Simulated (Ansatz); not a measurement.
Kohn–Sham single points on H3MgNS, SMILES `[NH2][Mg][SH]`.

```yaml
crystal:
  periodic: [false, false, false]
  atoms:
    - {symbol: N, position_ang: [-1.031810, 0.193615, -1.115534]}
    - {symbol: Mg, position_ang: [0.046809, -0.000548, 0.410918]}
    - {symbol: S, position_ang: [1.337681, -0.230542, 2.288584]}
    - {symbol: H, position_ang: [-1.178540, 1.042636, -1.640326]}
    - {symbol: H, position_ang: [-1.568292, -0.532780, -1.565326]}
    - {symbol: H, position_ang: [2.436152, -0.536382, 1.575483]}
basis:
  gaussian: {orbitals: def2-TZVPP}
hamiltonian: {xc: {name: BLYP}, dispersion: d4}
output: {orbitals: {seedname: orbitals}}
```

```sh
$ ansatz run in.yaml --threads 2 --pin off --events-out ev --progress --plain
```

It prints (some lines left out):

```
Functional definition: BLYP
904 factors; their error is unknown
mean field evaluation 1: about -17806.2400 eV, gradient 8.6e1 eV
mean field evaluation 2: about -17722.5876 eV, gradient 1.5e2 eV
mean field evaluation 4: about -17819.2023 eV, gradient 2.7e1 eV
mean field evaluation 8: about -17821.1384 eV, gradient 2.1e-1 eV
mean field evaluation 16: about -17821.1280 eV, gradient 2.4e-4 eV
mean field -17821.12796273 eV, -654.9143730359 hartree, gradient 3.5e-5 eV, S^2 0.000000; 0 other end points of the search recorded, 0 dependent functions left out
reference -17821.12827622 eV, -654.9143845567 hartree; 19, 19 occupied and 128, 128 virtual orbitals, 904 factors
Total energy: -17821.29281567 eV, -654.9204312697 hartree
```

Run time 1.4 s (2 threads of a server CPU on a shared host); peak host memory 0.15 GiB.

The same input with `hamiltonian: {xc: {name: B3LYP}, dispersion: d4}` and forces (abridged; 2.3 s):

```
Functional definition: B3LYP
mean field evaluation 16: about -17822.7242 eV, gradient 6.1e-5 eV
mean field -17822.72415978 eV, -654.9730321958 hartree, gradient 6.1e-5 eV, S^2 0.000000
Total energy: -17822.84830050 eV, -654.9775942829 hartree
Atom 0 force    -0.015684     0.002900    -0.020127 eV/Å
Atom 1 force    -0.000461    -0.000063    -0.003085 eV/Å
Atom 2 force     0.033233    -0.005605     0.054863 eV/Å
Atom 3 force    -0.010112     0.013190    -0.017701 eV/Å
Atom 4 force    -0.015440    -0.008459    -0.016622 eV/Å
Atom 5 force     0.008463    -0.001963     0.002672 eV/Å
Dipole moment:    -0.106811     0.009226    -0.361424 e Å
```

The same input with `hamiltonian: {xc: {name: B97M-V}}` (abridged; 7 s):

```
Functional definition: B97M-V
mean field evaluation 16: about -17817.2670 eV, gradient 1.1e-4 eV
mean field -17817.26701769 eV, -654.7724859227 hartree, gradient 2.8e-5 eV, S^2 0.000000
Total energy: -17817.26707572 eV, -654.7724880554 hartree
```

Changing it to `hamiltonian: {xc: {name: wB97M-V}}` and forces (abridged; 8.5 s):

```
Functional definition: wB97M-V
mean field evaluation 16: about -17819.9391 eV, gradient 3.6e-4 eV
mean field -17819.93914792 eV, -654.8706848974 hartree, gradient 1.5e-5 eV, S^2 0.000000
Total energy: -17819.93919536 eV, -654.8706866409 hartree
Atom 0 force    -0.031463     0.005403    -0.049532 eV/Å
Atom 1 force     0.033618    -0.006288     0.043280 eV/Å
Atom 2 force     0.077250    -0.020395    -0.026924 eV/Å
Atom 3 force    -0.013290    -0.039695    -0.001193 eV/Å
Atom 4 force     0.006719     0.041071    -0.004991 eV/Å
Atom 5 force    -0.072835     0.019905     0.039360 eV/Å
Dipole moment:    -0.112416     0.010114    -0.371904 e Å
```

With the line `hamiltonian: {xc: {name: BHLYP}, dispersion: d4}` (abridged; 1.9 s):

```
Functional definition: BHLYP
mean field evaluation 16: about -17820.6007 eV, gradient 1.7e-5 eV
mean field -17820.60069650 eV, -654.8949963596 hartree, gradient 1.7e-5 eV, S^2 0.000000
Total energy: -17820.70552595 eV, -654.8988487704 hartree
```

Changing it to `hamiltonian: {xc: lda}` (abridged; 0.9 s):

```
Functional definition: SPW92
mean field evaluation 16: about -17745.6294 eV, gradient 1.9e-4 eV
mean field -17745.62943709 eV, -652.1398533934 hartree, gradient 4.0e-5 eV, S^2 0.000000
Total energy: -17745.62947333 eV, -652.1398547253 hartree
```

B3LYP takes the VWN-RPA correlation (the form of Gaussian; ORCA's B3LYP/G).
